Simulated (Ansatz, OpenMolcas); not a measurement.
## PN (phosphorus nitride): methods side by side

PN has 2 atoms, charge 0, and is taken as a singlet. SMILES: `N#P`. The bond length is the measured one.

```tsv
atom	x (Å)	y (Å)	z (Å)
N	0.0000	0.0000	0.0000
P	0.0000	0.0000	1.4909
```

Each level gives the energy change with the N1–P2 bond stretched from 1.491 to 1.864 Å (eV). The values are calculated.

```json
{"level": "HF/STO-3G (restricted)", "kind": "Hartree–Fock", "program": "Ansatz", "value (eV)": "3.92", "less FCI/STO-3G": "+2.31", "CPU time (all runs)": "0.11 s"}
{"level": "SVWN5/STO-3G (restricted)", "kind": "LDA", "program": "Ansatz", "value (eV)": "2.20", "less FCI/STO-3G": "+0.59", "CPU time (all runs)": "0.41 s"}
{"level": "BLYP/STO-3G (restricted)", "kind": "GGA", "program": "Ansatz", "value (eV)": "1.92", "less FCI/STO-3G": "+0.31", "CPU time (all runs)": "0.57 s"}
{"level": "M06-2X/STO-3G (restricted)", "kind": "hybrid meta-GGA", "program": "OpenMolcas", "value (eV)": "3.19", "less FCI/STO-3G": "+1.58", "CPU time (all runs)": "5.6 s"}
{"level": "CAM-B3LYP/STO-3G (restricted)", "kind": "range-separated hybrid", "program": "Ansatz", "value (eV)": "2.98", "less FCI/STO-3G": "+1.37", "CPU time (all runs)": "0.84 s"}
{"level": "RPA@PBE/STO-3G (restricted)", "kind": "RPA", "program": "Ansatz", "value (eV)": "1.80", "less FCI/STO-3G": "+0.19", "CPU time (all runs)": "1.3 s"}
{"level": "MRCI(4,4)/STO-3G", "kind": "multireference", "program": "OpenMolcas", "value (eV)": "1.62", "less FCI/STO-3G": "+0.01", "CPU time (all runs)": "3.6 s"}
{"level": "CCSD(T)/STO-3G (restricted)", "kind": "coupled cluster or CI", "program": "Ansatz", "value (eV)": "0.21", "less FCI/STO-3G": "-1.40", "CPU time (all runs)": "0.33 s"}
{"level": "CCSDT(Q)/STO-3G (restricted)", "kind": "coupled cluster or CI", "program": "Ansatz", "value (eV)": "1.40", "less FCI/STO-3G": "-0.21", "CPU time (all runs)": "0.6 s"}
{"level": "FCI/STO-3G", "kind": "exact in the basis", "program": "OpenMolcas", "value (eV)": "1.61", "less FCI/STO-3G": "0.00", "CPU time (all runs)": "3.9 s"}
```

FCI/STO-3G is exact within its basis and frozen core, so for wave-function methods in that basis the difference is their error; functionals converge differently with the basis, so for them it is only a difference. The first shape isn't each level's own minimum. The values span 0.21 to 3.92 eV. All rows use very small basis sets, so even the best lies far from the true value. CPU times are rough (shared hosts, several kinds of processor): they show what a rung costs within a factor of a few.
